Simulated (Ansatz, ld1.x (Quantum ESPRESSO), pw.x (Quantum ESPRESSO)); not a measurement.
**Equation-of-state test of one TM potential (hydrogen)**

| Quantity | Value |
| --- | --- |
| Element | hydrogen |
| Generator | ld1.x (Quantum ESPRESSO) 7.5 |
| Type | norm-conserving Troullier–Martins (Kleinman–Bylander form) |
| Functional | PBEsol |
| Relativity | scalar-relativistic |
| Frozen core | none |
| Valence charge | 1 |
| Reference configuration | 1s1 |
| Partial waves | 2p channel at 0.2 Ry: rc 1.45 bohr; 1s (bound): rc 1.30 bohr |
| Local potential | the s channel |
| Core correction | none |

Crystal test: fcc H in pw.x 7.5, no spin, 18³ k-points, Fermi–Dirac smearing 0.01 Ry, cutoffs 45/180 Ry. The lattice is a test structure that the element need not adopt, and mesh and smearing are coarse.

pw.x input:

```
&control
  calculation='scf', prefix='x', pseudo_dir='./', outdir='./tmp', tstress=.true., disk_io='none'
/
&system
  ibrav=0, nat=1, ntyp=1, ecutwfc=45, ecutrho=180, nbnd=7,
  occupations='smearing', smearing='fd', degauss=0.01
/
&electrons
  conv_thr=1e-09, mixing_beta=0.4, electron_maxstep=70
/
ATOMIC_SPECIES
H 1.0 H.UPF
CELL_PARAMETERS angstrom
  0.00000000 1.13405855 1.13405855
  1.13405855 0.00000000 1.13405855
  1.13405855 1.13405855 0.00000000
ATOMIC_POSITIONS crystal
H 0.0000 0.0000 0.0000
K_POINTS automatic
18 18 18 0 0 0
```

```bash
pw.x < H.scf.in > H.scf.out
```

Question: How does the run end?

Answer: It converges; the pressure is 0.55 GPa against -0.10 GPa from all-electron LAPW.  The log shows:

```
Message from routine setup:
     using ibrav=0 with symmetry is DISCOURAGED, use correct ibrav instead
     lattice parameter (alat)  =       3.0307  a.u.
     unit-cell volume          =      19.6849 (a.u.)^3
     number of electrons       =         1.00
     number of Kohn-Sham states=            7
     kinetic-energy cutoff     =      45.0000  Ry
     charge density cutoff     =     180.0000  Ry
     scf convergence threshold =      1.0E-09
     Exchange-correlation= PBESOL
     number of k points=   195  Fermi-Dirac smearing, width (Ry)=  0.0100
     iteration #  1     ecut=    45.00 Ry     beta= 0.40
     total energy              =      -1.07002805 Ry
     estimated scf accuracy    <       0.00000790 Ry
     iteration #  2     ecut=    45.00 Ry     beta= 0.40
     total energy              =      -1.07002987 Ry
     estimated scf accuracy    <       0.00000291 Ry
     iteration #  3     ecut=    45.00 Ry     beta= 0.40
     the Fermi energy is     4.0492 ev
!    total energy              =      -1.07002990 Ry
     estimated scf accuracy    <          9.4E-11 Ry
     smearing contrib. (-TS)   =      -0.00044567 Ry
     The total energy is F=E-TS. E is the sum of the following terms:
     one-electron contribution =       0.64717327 Ry
     hartree contribution      =       0.01637832 Ry
     xc contribution           =      -0.66343594 Ry
     ewald contribution        =      -1.06969988 Ry
     convergence has been achieved in   3 iterations
          total   stress  (Ry/bohr**3)                   (kbar)     P=        5.46
     Message from routine punch:
     Nothing written, as per user request (disk_io='none')
```
